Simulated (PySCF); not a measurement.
C4H4N2, SMILES c1cnccn1, point group D2h.

Force field and properties: PBE0/pcSseg-1 (PySCF, grid level 2). Vibrational terms come from second-order perturbation theory with semi-diagonal cubic constants, by steps of ±0.6 along the normal coordinates of each isotopologue. The parent has the commonest isotopes.

Equilibrium geometry (Å):

```
atom        x        y        z
  C1   1.1427  -0.6734  -0.0617
  C2   1.1200   0.7149   0.0292
  N3  -0.0193   1.3995   0.0825
  C4  -1.1356   0.6771   0.0437
  C5  -1.1129  -0.7112  -0.0473
  N6   0.0264  -1.3957  -0.1005
  H7   2.0861  -1.2174  -0.1044
  H8   2.0452   1.2902   0.0600
  H9  -2.0790   1.2211   0.0863
 H10  -2.0380  -1.2864  -0.0780
```

An isotope shift is δ(isotopologue) − δ(parent), that is, the negative of the change in the averaged GIAO shielding; n counts bonds from the nearest label (0: the labelled atom itself). These are computed values; those of heavy atoms are rounded to 5 ppb, about the numerical noise.

Problem. What isotope shifts arise with ¹⁵N at 3?

Solution. 
```tsv
nucleus	n	0 K (ppb)	500 K (ppb)
N3	0	-75	-60
C2	1	-20	-15
C4	1	-20	-15
C1	2	0	0
C5	2	5	5
H8	2	-1	-1
H9	2	-1	-1
N6	3	15	10
H7	3	0	0
H10	3	0	0
```
